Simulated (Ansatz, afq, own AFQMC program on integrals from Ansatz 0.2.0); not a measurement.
Integrals from Ansatz 0.2.0, then the random walk in our own AFQMC program (afq).

```yaml
crystal:
  periodic: [false, false, false]
  atoms:
    - {symbol: Cl, position_ang: [0.000000, 0.000000, -2.166000]}
    - {symbol: Al, position_ang: [0.000000, 0.000000, -0.075200]}
    - {symbol: Ga, position_ang: [0.000000, 0.000000, 2.241200]}
basis:
  gaussian: {orbitals: cc-pVDZ}
magnetization: {spin_polarized: true, initial_magnetization: 3}
correlation: {method: ccsd_t, electrons: outside_noble_gas, hamiltonian_folder: ham}
```

```sh
$ ansatz run in.yaml --threads 1 --pin off --events-out ev --progress --plain --max-ram 1382MiB
```

afq runs on the folder ham with

```
--method free --trial cisd --walkers 60 --time-step 0.03 --max-blocks 80 --target-error 0.00043 --factor-cut 1e-05 --seed 8327 --times 0,0.21,0.42,0.81,1.2,1.8,2.4,3 --taylor-order 8
```

Times are imaginary, in 1/Eh. The walk had a cap of 1687 s. Filled inner d shells are frozen with the cores.

afq prints:

```
orbitals 39  electrons 8 5  factors 295 of 700
reference energy -2624.65272061 Eh
CCSD correlation -0.23585698 Eh in 12 cycles, weight of the determinant in the CISD state 0.8581
repeat  energy at the last time / Eh  error
    10  -2624.895310  0.001368
    20  -2624.897627  0.001161
    30  -2624.897488  0.000935
    40  -2624.896839  0.000788
    50  -2624.897007  0.000683
    60  -2624.896614  0.000588
    70  -2624.896351  0.000552
    80  -2624.896563  0.000510
time / (1/Eh)  energy / Eh  error  mean overlap
  0.00  -2624.888865  0.000221  1.1669
  0.21  -2624.892313  0.000220  1.1549
  0.42  -2624.894181  0.000251  1.1498
  0.81  -2624.895531  0.000286  1.1530
  1.20  -2624.896176  0.000295  1.1534
  1.80  -2624.897059  0.000346  1.1558
  2.40  -2624.896984  0.000480  1.1834
  3.00  -2624.896563  0.000510  1.2135
energy -2624.896563 +/- 0.000510 Eh
```

The run passed its tests (error under three times the target), which doesn't prove that it has relaxed.

Against this walk (error 13.9 meV) on the same determinant: CCSD(T) 13.3 meV higher (within the noise), CCSDT(Q) 40.9 meV lower. The error is statistical, and a free projection of finite length keeps a remainder of its start.

Cautions: remainder of the start not in the error; error above the target (13.9 against 11.7 meV); no relativity below Rb; no spin-orbit coupling; inner d shell frozen; another spin lies lower.

The walk took 4.6 min on 1 thread of Arm Neoverse V2, on a shared host. The log's last line is the free-projection energy.

CCSDT and higher add their correlation energy to the determinant of the CCSD(T) run, since their own runs factorise the integrals more tightly (a shift of under 2 meV). A walk keeps the symmetry of its determinant, which the program's search chose and which needn't be the lowest solution, so a lower state of the same spin and another symmetry isn't excluded.
